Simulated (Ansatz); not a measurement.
## [Br···H···N], quartet along the distance Br1-H2

Starting geometry:

```xyz
3

Br    0.0000    0.0000   -1.4129
H     0.0000    0.0000    0.0077
N     0.0000    0.0000    1.4051
```

From there H2 is moved from one fragment to the other while all else, the fragments' distance too, stays fixed; atoms are numbered as listed. Energies are in eV, counted from the starting geometry at the same level.

Basis cc-pVDZ; Ansatz 0.2.0. Correlated methods freeze the noble-gas cores and the filled d shells of p-block atoms. Prefix R: restricted or restricted open-shell reference; prefix U: unrestricted. Active spaces: valence = (13e, 9o) chosen from the atoms' valence shells. No spin–orbit coupling is included, and no scalar relativity.

For open shells CISD is restricted-active-space CI with the open shells as a complete middle space. Runs in a small pair space aren't shown, since their orbitals change along the scan.

Full CI isn't at hand for all of this; RCCSDTQ serves as the reference, and is uncertain by about the last step of the cluster series. The frozen core follows each run's orbitals, which can shift R against U totals by a few meV for light atoms and by up to 0.1 eV past Ca.

| distance Br1-H2 (Å) | RCCSDTQ | error RMP2 | error CISD | error UCCSD | error RCCSDT | error MRCISD (valence space) | error MRCISD+Q (valence space) |
| --- | --- | --- | --- | --- | --- | --- | --- |
| 1.421 | 0.000 | 0.000 | 0.000 | 0.000 | 0.000 | 0.000 | 0.000 |
| 1.472 | 0.011 | 0.023 | 0.025 | 0.009 | 0.001 | 0.005 | 0.002 |
| 1.574 | 0.092 | 0.066 | 0.081 | 0.023 | 0.002 | 0.015 | 0.006 |
| 1.676 | 0.173 | -0.038 | 0.075 | 0.024 | 0.003 | 0.019 | 0.007 |
| 1.778 | 0.298 | 0.027 | 0.045 | 0.007 | 0.001 | 0.018 | 0.009 |

Errors are those of relative energies. In total energy the starting point itself misses RCCSDTQ by: RMP2 0.992, CISD 0.561, UCCSD 0.128, RCCSDT 0.009, MRCISD (valence space) 0.457, MRCISD+Q (valence space) 0.007 eV.

Spread of the error over the points with a reference, to 1.778 Å (largest less smallest): RCCSDT 0.003, MRCISD+Q (valence space) 0.009, MRCISD (valence space) 0.019, UCCSD 0.024, CISD 0.081, RMP2 0.104 eV.
